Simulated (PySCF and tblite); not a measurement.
Values are calculated unless marked as measured or tabulated.
System: diethyl disulfide, C4H10S2, numbered as in [CH3:1][CH2:2][S:3][S:4][CH2:5][CH3:6].

Motion: rotation about the S3–S4 bond (torsion C2–S3–S4–C5 from 91° to 244°, rising). GFN2-xTB gives an electronic barrier of 4.7 kcal/mol and a reaction energy of 1.4 kcal/mol.

Problem. What does PBE0/pcSseg-1 + D3(BJ) give on GFN2-xTB geometries?

Solution. A barrier of 7.1 kcal/mol, 2.5 above the tight-binding barrier (from unrounded values), a reaction energy of 1.3 kcal/mol and, with GFN2-xTB thermal terms, ΔG‡(298 K) = 7.6 kcal/mol and k = 1.6×10⁷ s⁻¹ (1 equivalent path).

Programs: tblite and PySCF.
